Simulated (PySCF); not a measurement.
formaldoxime, CH3NO, SMILES C=NO, point group Cs.

Level: B3LYP/pcSseg-1 in PySCF (density fitting, grid level 2); geometry and Hessian at that level, cubic constants and property derivatives from steps of ±0.6 along each species' dimensionless normal coordinates, second-order vibrational perturbation theory. The parent has the commonest isotopes.

Equilibrium geometry (Å):

| atom | x | y | z |
| --- | --- | --- | --- |
| C1 | -0.4130 | 1.3272 | -2.8314 |
| N2 | -0.2196 | 0.5126 | -1.8779 |
| O3 | -1.2207 | 0.6147 | -0.9050 |
| H4 | 0.3191 | 1.3165 | -3.6348 |
| H5 | -1.2643 | 2.0120 | -2.8626 |
| H6 | -0.9528 | -0.0482 | -0.2516 |

An isotope shift is δ(isotopologue) − δ(parent), that is, the negative of the change in the averaged GIAO shielding; n counts bonds from the nearest label (0: the labelled atom itself). These are computed values; those of heavy atoms are rounded to 5 ppb, about the numerical noise. One-bond deuterium shifts of ¹³C at such levels come out too large, by a quarter to a half.

Task: What isotope shifts arise with ²H at 4?

Result: 
| nucleus | n | 0 K (ppb) | 100 K (ppb) |
| --- | --- | --- | --- |
| H4 | 0 | -93 | -92 |
| C1 | 1 | -375 | -375 |
| N2 | 2 | -335 | -340 |
| H5 | 2 | -15 | -15 |
| O3 | 3 | -625 | -630 |
| H6 | 4 | -14 | -14 |

Task: What isotope shifts arise with ¹⁵N at 2?

Result: 
```json
{"nucleus": "N2", "n": "0", "0 K (ppb)": "-95", "100 K (ppb)": "-95"}
{"nucleus": "C1", "n": "1", "0 K (ppb)": "-35", "100 K (ppb)": "-35"}
{"nucleus": "O3", "n": "1", "0 K (ppb)": "-115", "100 K (ppb)": "-115"}
{"nucleus": "H4", "n": "2", "0 K (ppb)": "-2", "100 K (ppb)": "-2"}
{"nucleus": "H5", "n": "2", "0 K (ppb)": "-2", "100 K (ppb)": "-2"}
{"nucleus": "H6", "n": "2", "0 K (ppb)": "-2", "100 K (ppb)": "-2"}
```

Task: What isotope shifts arise with ¹⁸O at 3, ²H at 4?

Result: 
| nucleus | n | 0 K (ppb) | 100 K (ppb) |
| --- | --- | --- | --- |
| O3 | 0 | -825 | -825 |
| H4 | 0 | -94 | -94 |
| C1 | 1 | -390 | -390 |
| N2 | 1 | -420 | -425 |
| H6 | 1 | -18 | -19 |
| H5 | 2 | -16 | -16 |

Internal rotors are held in one well.
